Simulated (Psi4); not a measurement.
**doublet SiHF+: levels of theory compared**

We compute a comparison of 5 runs (UHF/STO-3G, UHF/3-21G, UB3LYP/6-31G*, UTPSSh/def2-TZVPPD, UMP3/def2-TZVPPD) of doublet SiHF+. 

Program for the calculation: Psi4 1.11.

## 1. Starting point

The species is SiHF+ (3 atoms), meant as a doublet with charge +1. SMILES of the parent species: `F[SiH]`. Geometry: relaxed at PBE0-D4/def2-TZVP. That shape belongs to the parent species and isn't relaxed for this state.

Bond lengths: F1–Si2 1.612 Å, Si2–H3 1.541 Å. Angles: F1–Si2–H3 96.3°.

## 2. Energy and forces at UHF/STO-3G (run 1)

The input, fhsi.xyz:

```xyz
3
FHSi
F     -1.090200     0.024400    -0.602300
Si     0.186800     0.629400     0.173800
H      0.892400    -0.718600     0.415300
```

The input, calc.py:

```python
import psi4

psi4.set_memory('1600 MB')
psi4.set_num_threads(1)
psi4.core.set_output_file('fhsi.out', False)

with open('fhsi.xyz') as f:
    atoms = ''.join(f.readlines()[2:])
molecule = psi4.geometry('1 2\n' + atoms + 'symmetry c1\nno_reorient\nno_com')

psi4.set_options({
    'basis': 'STO-3G',
    'reference': 'uhf',
    'puream': True,
    'e_convergence': 1e-09,
    'd_convergence': 1e-08,
    'scf_type': 'pk',
    'maxiter': 200,
})

result, w = psi4.gradient("hf", return_wfn=True)
psi4.oeprop(w, "QUADRUPOLE", "LOWDIN_CHARGES", "MULLIKEN_CHARGES")
print('gradient / Eh bohr^-1')
print(result.np.round(6))
print(f'energy = {w.energy():.10f} Eh')
```

Started as:

```console
$ python calc.py
```

fhsi.out:

```text
[...]
  Running in c1 symmetry.
[...]
  Nuclear repulsion =   48.194575348987868
[...]
  Multiplicity = 2
[...]
  Nalpha       = 12
  Nbeta        = 11
[...]
    Number of basis functions: 15
[...]
   @UHF iter   1:  -383.86558206418107   -1.00136e+00   1.82372e-02 DIIS/ADIIS
[...]
   @UHF iter  16:  -383.94849082169748   -1.13687e-13   5.91559e-09 DIIS
[...]
   @S^2 Observed:                7.725559974E-01
[...]
  @UHF Final Energy:  -383.94849082169748
   => Energetics <=
    Nuclear Repulsion Energy =             48.1945753489878683
    One-Electron Energy =                -625.1912383256591283
    Two-Electron Energy =                 193.0481721549737415
    Total Energy =                       -383.9484908216975327
  UHF NO Occupations:
  HONO-2 :   10  A 1.9974159
  HONO-1 :   11  A 1.9915800
[...]
  -Total Gradient:
     Atom            X                  Y                   Z
    ------   -----------------  -----------------  -----------------
       1       -0.024060499703    -0.030459121119    -0.016745249448
       2        0.026799750421     0.059721001581     0.021523960465
       3       -0.002739250720    -0.029261880457    -0.004778711017
[...]
 Multipole Moments:
 ------------------------------------------------------------------------------------
     Multipole            Electronic (a.u.)      Nuclear  (a.u.)        Total (a.u.)
 ------------------------------------------------------------------------------------
 L = 1.  Multiply by 2.5417464519 to convert [e a0] to [Debye]
 Dipole X            :         12.4899184          -11.9132114            0.5767070
 Dipole Y            :        -14.4378265           15.7085374            1.2707109
 Dipole Z            :          5.3223991           -4.8607535            0.4616456
 Magnitude           :                                                    1.4698346
 L = 2.  Multiply by 1.3450342976 to convert [e a0^2] to [Debye ang]
 Quadrupole XX       :        -52.8248102           42.7875042          -10.0373060
 Quadrupole XY       :         -2.5882221            2.7330085            0.1447864
[...]
  Mulliken Charges: (a.u.)
   Center  Symbol    Alpha    Beta     Spin     Total
       1     F     4.64568  4.52901  0.11667 -0.17469
       2    SI     6.71868  6.14024  0.57844  1.14108
       3     H     0.63564  0.33075  0.30489  0.03361
   Total alpha = 12.00000, Total beta = 11.00000, Total charge =  1.00000
  Lowdin Charges: (a.u.)
   Center  Symbol    Alpha    Beta     Spin     Total
       1     F     4.61373  4.50003  0.11370 -0.11375
       2    SI     6.75869  6.13855  0.62014  1.10276
       3     H     0.62758  0.36143  0.26615  0.01100
[...]
```

Standard output:

```text
gradient / Eh bohr^-1
[[-0.02406  -0.030459 -0.016745]
 [ 0.0268    0.059721  0.021524]
 [-0.002739 -0.029262 -0.004779]]
energy = -383.9484908217 Eh
```

Wall time 1 s (1 thread of Intel Xeon 6975P-C (Granite Rapids), shared host); peak memory 0.18 GiB.

## 3. A single-point energy at UHF/3-21G (run 2)

The input, fhsi.py:

```python
import psi4

psi4.set_memory(1600000000)
psi4.set_num_threads(1)
psi4.set_output_file('output.dat', False)

mol = psi4.geometry("""
1 2
F     -1.090200     0.024400    -0.602300
Si     0.186800     0.629400     0.173800
H      0.892400    -0.718600     0.415300
symmetry c1
""")

psi4.set_options({
    'reference': 'uhf',
    'puream': True,
    'e_convergence': 1e-09,
    'd_convergence': 1e-08,
    'scf_type': 'pk',
    'maxiter': 200,
})

result, w = psi4.energy("hf/3-21G", molecule=mol, return_wfn=True)
psi4.oeprop(w, "DIPOLE", "MAYER_INDICES", "MULLIKEN_CHARGES", title="HF")
print(f'total energy {result:.8f} hartree = {result * 27.211386:.5f} eV')
for k, v in sorted(psi4.core.scalar_variables().items()):
    print(f'{k:45s} {v:18.10f}')
```

Started as:

```console
$ python fhsi.py
```

output.dat:

```text
[...]
  Running in c1 symmetry.
[...]
  Nuclear repulsion =   48.194575348987868
[...]
  Multiplicity = 2
[...]
  Nalpha       = 12
  Nbeta        = 11
[...]
    Number of basis functions: 24
[...]
   @UHF iter   1:  -386.49250060492466   -3.81675e-01   1.28296e-02 ADIIS/DIIS
[...]
   @UHF iter  14:  -386.55463880951623   -7.38964e-13   8.34079e-09 DIIS
[...]
   @S^2 Observed:                7.714449640E-01
[...]
    Orbital Energies [Eh]
    ---------------------
    Alpha Occupied:
       1A    -68.719866     2A    -26.416477     3A     -6.517276
       4A     -4.614545     5A     -4.607059     6A     -4.605677
       7A     -1.835180     8A     -1.024664     9A     -0.922959
      10A     -0.881156    11A     -0.856467    12A     -0.717174
    Alpha Virtual:
      13A     -0.259195    14A     -0.126827    15A     -0.021524
      16A      0.146195    17A      0.178749    18A      0.214688
      19A      0.328531    20A      0.976219    21A      1.994269
      22A      1.998165    23A      2.179297    24A      3.416452
[...]
  @UHF Final Energy:  -386.55463880951623
   => Energetics <=
    Nuclear Repulsion Energy =             48.1945753489878683
    One-Electron Energy =                -626.9699472173596178
    Two-Electron Energy =                 192.2207330588555578
    Total Energy =                       -386.5546388095161774
  UHF NO Occupations:
  HONO-2 :   10  A 1.9995146
  HONO-1 :   11  A 1.9899192
[...]
 Multipole Moments:
 ------------------------------------------------------------------------------------
     Multipole            Electronic (a.u.)      Nuclear  (a.u.)        Total (a.u.)
 ------------------------------------------------------------------------------------
 L = 1.  Multiply by 2.5417464519 to convert [e a0] to [Debye]
 Dipole X            :         -0.2496658            2.1060013            1.8563356
 Dipole Y            :          1.4538755           -0.6919729            0.7619025
 Dipole Z            :          0.0000000            0.0000000            0.0000000
 Magnitude           :                                                    2.0066084
[...]
  Mulliken Charges: (a.u.)
   Center  Symbol    Alpha    Beta     Spin     Total
       1     F     4.74073  4.69677  0.04396 -0.43750
       2    SI     6.58052  5.99552  0.58500  1.42397
       3     H     0.67876  0.30771  0.37104  0.01353
   Total alpha = 12.00000, Total beta = 11.00000, Total charge =  1.00000
  Mayer Bond Indices:
  Total Bond Index:
  Irrep: 1 Size: 3 x 3
[...]
```

Standard output:

```text
total energy -386.55463881 hartree = -10518.68749 eV
CURRENT ENERGY                                   -386.5546388095
CURRENT REFERENCE ENERGY                         -386.5546388095
DD SOLVATION ENERGY                                 0.0000000000
HF KINETIC ENERGY                                 385.8109386305
HF POTENTIAL ENERGY                              -772.3655774400
HF TOTAL ENERGY                                  -386.5546388095
HF VIRIAL RATIO                                     2.0019276285
NUCLEAR REPULSION ENERGY                           48.1945753490
ONE-ELECTRON ENERGY                              -626.9699472174
PCM POLARIZATION ENERGY                             0.0000000000
PE ENERGY                                           0.0000000000
SCF ITERATION ENERGY                             -386.5546388095
SCF ITERATIONS                                     14.0000000000
SCF TOTAL ENERGY                                 -386.5546388095
TWO-ELECTRON ENERGY                               192.2207330589
```

It took 1.1 s on 1 thread of Intel Xeon 6975P-C (Granite Rapids), shared host; peak memory 0.18 GiB.

Run 3 isn't shown in full; the table further down has it.

## 4. A single-point energy at UTPSSh/def2-TZVPPD (run 4)

The input, input.json:

```json
{
  "schema_name": "qcschema_input",
  "schema_version": 1,
  "molecule": {
    "schema_name": "qcschema_molecule",
    "schema_version": 2,
    "symbols": ["F", "Si", "H"],
    "geometry": [-2.06017942, 0.04610932, -1.13818204, 0.35300084, 1.18939362, 0.3284344, 1.68639159, -1.35795719, 0.78480326],
    "molecular_charge": 1,
    "molecular_multiplicity": 2,
    "fix_symmetry": "c1",
    "fix_com": true,
    "fix_orientation": true
  },
  "driver": "energy",
  "model": {
    "method": "tpssh",
    "basis": "def2-TZVPPD"
  },
  "keywords": {
    "reference": "uks",
    "puream": true,
    "e_convergence": 1e-09,
    "d_convergence": 1e-08,
    "scf_type": "pk",
    "dft_radial_points": 99,
    "dft_spherical_points": 590,
    "maxiter": 200
  }
}
```

Started as:

```console
$ psi4 --qcschema input.json -n 1 --memory 1600MB
```

stdout:

```text
[...]
  Running in c1 symmetry.
[...]
  Nuclear repulsion =   48.194575458699973
[...]
  Multiplicity = 2
[...]
  Nalpha       = 12
  Nbeta        = 11
[...]
    Number of basis functions: 105
[...]
   @UKS iter   1:  -389.58358065849302   -3.45011e-02   4.18074e-03 ADIIS/DIIS
[...]
   @UKS iter  12:  -389.64692721303516   -3.46745e-12   7.82692e-09 DIIS
[...]
   @S^2 Observed:                7.595114448E-01
[...]
    Orbital Energies [Eh]
    ---------------------
    Alpha Occupied:
       1A    -66.391423     2A    -24.887133     3A     -5.609796
       4A     -3.961548     5A     -3.956451     6A     -3.953895
       7A     -1.443521     8A     -0.816767     9A     -0.719021
      10A     -0.691088    11A     -0.681210    12A     -0.572557
    Alpha Virtual:
      13A     -0.399087    14A     -0.289413    15A     -0.214925
      16A     -0.152270    17A     -0.140778    18A     -0.102913
      19A     -0.090723    20A     -0.082936    21A     -0.071782
      22A     -0.061390    23A     -0.034816    24A     -0.011907
      25A      0.018548    26A      0.039793    27A      0.039960
[...]
  @UKS Final Energy:  -389.64692721303516
   => Energetics <=
    Nuclear Repulsion Energy =             48.1945754586999726
    One-Electron Energy =                -629.6203098801611304
    Two-Electron Energy =                 220.1804823488945146
    DFT Exchange-Correlation Energy =     -28.4016751404684875
    Empirical Dispersion Energy =           0.0000000000000000
    VV10 Nonlocal Energy =                  0.0000000000000000
    Total Energy =                       -389.6469272130350987
[...]
 Multipole Moments:
 ------------------------------------------------------------------------------------
     Multipole            Electronic (a.u.)      Nuclear  (a.u.)        Total (a.u.)
 ------------------------------------------------------------------------------------
 L = 1.  Multiply by 2.5417464519 to convert [e a0] to [Debye]
 Dipole X            :         12.6801889          -11.9132114            0.7669774
 Dipole Y            :        -14.5392513           15.7085374            1.1692860
 Dipole Z            :          5.4167044           -4.8607535            0.5559509
 Magnitude           :                                                    1.5048474
[...]
```

The result, in JSON:

```text
{
 "driver": "energy",
 "model": {
  "method": "tpssh",
  "basis": "def2-TZVPPD"
 },
 "success": true,
 "return_result": -389.64692721303516,
 "properties": {
  "calcinfo_nbasis": 105,
  "calcinfo_nmo": 105,
  "calcinfo_nalpha": 12,
  "calcinfo_nbeta": 11,
  "calcinfo_natom": 3,
  "nuclear_repulsion_energy": 48.19457545869997,
  "return_energy": -389.64692721303516,
  "scf_one_electron_energy": -629.6203098801611,
  "scf_two_electron_energy": 220.18048234889451,
  "scf_xc_energy": -28.401675140468488,
  "scf_dipole_moment": [0.7669774234309781, 1.169286023605185, 0.5559509255902952],
  "scf_total_energy": -389.64692721303516,
  "scf_iterations": 12
 }
}
```

Wall time 22 s (1 thread of Intel Xeon 6975P-C (Granite Rapids), shared host); peak memory 0.64 GiB.

## 5. A single-point energy at UMP3/def2-TZVPPD (run 5)

The input, calc.inp:

```
memory 1.6 GB

molecule {
  1 2
  F
  Si 1 1.612168
  H 2 1.540551 1 96.30929
  units angstrom
  symmetry c1
  no_reorient
  no_com
}

set globals {
  reference       uhf
  puream          true
  e_convergence   1e-09
  d_convergence   1e-08
  scf_type        pk
  num_frozen_docc 6
  maxiter         200
  mp_type         conv
}

energy("mp3/def2-TZVPPD")
print_variables()
```

Started as:

```console
$ psi4 -n 1 calc.inp calc.out
```

calc.out:

```text
[...]
  Running in c1 symmetry.
[...]
  Nuclear repulsion =   48.194571950340311
[...]
  Multiplicity = 2
[...]
  Nalpha       = 12
  Nbeta        = 11
[...]
    Number of basis functions: 105
[...]
   @UHF iter   1:  -388.61488776872210   -3.80823e-01   3.46619e-03 DIIS/ADIIS
[...]
   @UHF iter  14:  -388.68840328953314   -1.22213e-11   6.91485e-09 DIIS
[...]
   @S^2 Observed:                7.764317768E-01
[...]
    Orbital Energies [Eh]
    ---------------------
    Alpha Occupied:
       1A    -69.194726     2A    -26.561290     3A     -6.532774
       4A     -4.640120     5A     -4.634221     6A     -4.631361
       7A     -1.850843     8A     -1.039394     9A     -0.942436
      10A     -0.913543    11A     -0.878440    12A     -0.724297
    Alpha Virtual:
      13A     -0.256000    14A     -0.155772    15A     -0.097226
      16A     -0.087835    17A     -0.046741    18A     -0.028406
      19A     -0.011417    20A     -0.008847    21A     -0.005655
      22A      0.011049    23A      0.032844    24A      0.060309
      25A      0.084628    26A      0.120531    27A      0.130903
[...]
  @UHF Final Energy:  -388.68840328953314
   => Energetics <=
    Nuclear Repulsion Energy =             48.1945719503403112
    One-Electron Energy =                -629.5908097897151947
    Two-Electron Energy =                 192.7078345498417207
    Total Energy =                       -388.6884032895331416
  UHF NO Occupations:
  HONO-2 :   10  A 1.9995846
  HONO-1 :   11  A 1.9872009
[...]
 Multipole Moments:
 ------------------------------------------------------------------------------------
     Multipole            Electronic (a.u.)      Nuclear  (a.u.)        Total (a.u.)
 ------------------------------------------------------------------------------------
 L = 1.  Multiply by 2.5417464519 to convert [e a0] to [Debye]
 Dipole X            :         -1.3663374            1.4349602            0.0686228
 Dipole Y            :         -0.1707877           -1.6896620           -1.8604496
 Dipole Z            :         -0.0000000            0.0000000           -0.0000000
 Magnitude           :                                                    1.8617148
[...]
	SCS-MP2 Total Energy (a.u.)        :  -389.01120616143351
	SOS-MP2 Total Energy (a.u.)        :  -389.00918791015482
[...]
	SOS-PI-MP2 Total Energy (a.u.)     :  -389.03386365020265
[...]
	MP2 Total Energy (a.u.)            :  -389.01524266399099
[...]
	SCS-MP3 Total Energy (a.u.)        :  -389.01187645538977
[...]
	MP3 Total Energy (a.u.)            :  -389.01792383981598
[...]
```

Wall time 19 s (1 thread of Intel Xeon 6975P-C (Granite Rapids), shared host); peak memory 1.4 GiB.

## 6. All runs side by side

| run | level | task | integration grid | energy (Eh) | HOMO energy (eV) | LUMO energy (eV) | ⟨S²⟩ | wall time |
| --- | --- | --- | --- | --- | --- | --- | --- | --- |
| 1 | UHF/STO-3G | gradient | – | -383.948491 | -17.75 | -5.67 | 0.773 | 1 s |
| 2 | UHF/3-21G | energy | – | -386.554639 | -19.52 | -8.32 | 0.771 | 1.1 s |
| 3 | UB3LYP/6-31G* (spherical functions) | gradient | 99 radial × 590 angular | -389.571939 | -15.78 | -12.42 | 0.757 | 4.8 s |
| 4 | UTPSSh/def2-TZVPPD | energy | 99 radial × 590 angular | -389.646927 | -15.58 | -12.47 | 0.760 | 22 s |
| 5 | UMP3/def2-TZVPPD | energy | – | -389.017924 | -19.71 | -8.04 | 0.776 | 19 s |

## 7. Outcome

| quantity | value |
| --- | --- |
| run 5: total energy | -389.01792 Eh |
| run 5: HOMO energy (Hartree–Fock orbitals) (highest over α and β) | -19.71 eV |
| run 5: LUMO energy (Hartree–Fock orbitals) (lowest over α and β) | -8.04 eV |
| run 5: correlation energy (6 core orbitals frozen) | -329.5 mEh |
| run 5: ⟨S²⟩ of the reference determinant | 0.776 |

**Reading.** Totals of different functionals can't be ranked against each other. In run 1 the basis is minimal, so the values are rough. All runs together took 48 s, the longest 22 s.
